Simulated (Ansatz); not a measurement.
We consider bcc Fe, described by r²SCAN-D4 (plane waves, PAW; Ansatz, a program for electronic structure).

Numerical settings: plane-wave cutoff 560 eV, 26×26×26 k mesh, Fermi–Dirac smearing 0.05 eV, spin-polarised with parallel moments, scalar-relativistic PAW data made under PBE.

Cell (relaxed at this level):

```
Fe
1.0
   -1.42906     1.42906     1.42906
    1.42906    -1.42906     1.42906
    1.42906     1.42906    -1.42906
Fe
1
Direct
  0.00000   0.00000   0.00000
```
Starting moments (μB, in the order of the record's atoms Fe): 2.5.

Estimate the bulk modulus B0 and magnetic moment per atom (the cell's total over its atoms) that the calculation returns.


* **bulk modulus B0**: 175 GPa
* **magnetic moment per atom (the cell's total over its atoms)**: 2.63 μB

The run finds no gap.

Measured, for comparison: bulk modulus 174 GPa (corrected for temperature and zero-point phonon effects, our sources range from 170 to 175; as tabulated in Levämäki et al. (2014), arXiv:1402.3671). Computed (rounded) less measured: bulk modulus +0.6 % (inside the range of the sources held).

Moments are spin moments.

Computed values are for the static lattice.

The result took around 11 core-minutes (rough).
